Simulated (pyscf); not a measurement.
Thermochemistry of product channels of F–SiH₂–O–SiH₃ + HCl on the singlet surface, in kcal/mol, from ωB97M-D3(BJ)/def2-TZVP energies (ideal gas, 1 atm, RRHO with modes under 100 cm⁻¹ raised to 100, one conformer, R ln 2 for chiral ones without a mode under 150 cm⁻¹). Single points on ωB97X-D3(BJ)/def2-SVP structures (PySCF, gas phase).

| products | ΔE | ΔH(298 K) | ΔG(298 K) | ΔG(900 K) |
|---|---|---|---|---|
| F–SiH(Cl)–O–SiH₃ + H₂ | (withheld) | -23.6 | -21.4 | -18.1 |
| F–SiH₂–O–SiH₂–Cl + H₂ | (withheld) | -22.6 | -20.1 | -16.0 |

Problem. Complete the blanks.

Solution. 
- F–SiH(Cl)–O–SiH₃ + H₂, ΔE: -22.1
- F–SiH₂–O–SiH₂–Cl + H₂, ΔE: -21.5

These are energies of the channels, which say nothing of barriers.
